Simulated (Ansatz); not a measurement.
# Dissociation curves of [N2H5]+ (SMILES N[NH3+])

[N2H5]+ has 7 atoms, charge +1, and is taken as a singlet. SMILES: `N[NH3+]`. Geometry: relaxed at GFN2-xTB.

```xyz
7

N    -0.4382   -0.7515    0.0377
N     0.1221    0.5597   -0.0363
H    -0.2195   -1.2152    0.9149
H    -0.1524   -1.3371   -0.7420
H    -0.2059    0.9985   -0.9159
H    -0.2678    1.1193    0.7440
H     1.1617    0.6263   -0.0023
```

The N1–H4 distance is scanned; the parts on either side stay rigid. Basis STO-3G, 2 core orbitals frozen in the correlated methods; program Ansatz 0.2.0. FCI is exact within this basis and core. Energies in eV from each method's value at 1.016 Å; methods without a U are spin-restricted. The shape above is that at 1.016 Å.

```
distance (Å)   PBE  PBE0  B3LYP  CAM-B3LYP   MP2  CCSD(T)   FCI
       1.016  0.00  0.00   0.00       0.00  0.00     0.00  0.00
       1.270  0.64  0.78   0.71       0.77  0.80     0.67  0.66
       1.524  2.16  2.48   2.34       2.49  2.58     2.20  2.20
       2.032  4.81  5.53   5.25       5.65  5.55     4.18  4.22
       2.540  6.22  7.22   6.88       7.54  6.58     4.36  4.62
```

Departure from the FCI curve at its largest: PBE +1.61 eV at 2.54 Å; PBE0 +2.61 eV at 2.54 Å; B3LYP +2.26 eV at 2.54 Å; CAM-B3LYP +2.93 eV at 2.54 Å; MP2 +1.97 eV at 2.54 Å; CCSD(T) -0.26 eV at 2.54 Å. Restricted functionals keep the electrons paired too, and rise too high.
